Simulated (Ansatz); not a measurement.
CCSD(T) forces

SiH₂S₂ (SMILES S=[SiH]S), closed shell, at a frame of a short PBE0-D4/def2-SVP trajectory.

```json
{"atom": "S1", "x (Å)": "-1.8762", "y (Å)": "0.6882", "z (Å)": "0.8164"}
{"atom": "Si2", "x (Å)": "-0.5824", "y (Å)": "-0.3733", "z (Å)": "-0.2043"}
{"atom": "S3", "x (Å)": "1.5992", "y (Å)": "0.0715", "z (Å)": "-0.1542"}
{"atom": "H4", "x (Å)": "-0.7129", "y (Å)": "-1.3421", "z (Å)": "-1.4655"}
{"atom": "H5", "x (Å)": "1.3444", "y (Å)": "1.0556", "z (Å)": "0.6956"}
```

Program: Ansatz 0.2.0. Basis: def2-TZVPP. Cores are frozen in the correlated methods.

CCSD(T) forces from the calculation:
| atom | Fx | Fy | Fz (eV/Å) |
| --- | --- | --- | --- |
| S1 | 0.088 | -0.488 | -0.179 |
| Si2 | 1.417 | 0.065 | -1.421 |
| S3 | -1.489 | -0.743 | -0.263 |
| H4 | -0.062 | 0.826 | 1.513 |
| H5 | 0.047 | 0.339 | 0.350 |

Q: Which atom feels the largest CCSD(T) force, and how large is it?

A: Si2, 2.01 eV/Å, along (0.71, 0.03, -0.71).

Root-mean-square difference of the force components from those of CCSD(T): PBE-D4 0.186; r2SCAN-D4 0.090; PBE0-D4 0.125; wB97M-V 0.155 eV/Å.

T1 diagnostic: at most 0.017.

For scale, one of the runs: CCSD(T)/def2-TZVPP forces, 154 basis functions, launched by `ansatz run in.yaml --threads 2 --pin off --events-out ev --progress --plain --max-ram 3481MiB`. Time: 4.4 min of wall clock on 2 CPU threads of an AMD EPYC; the host was shared. Peak host memory: 1.5 GiB.
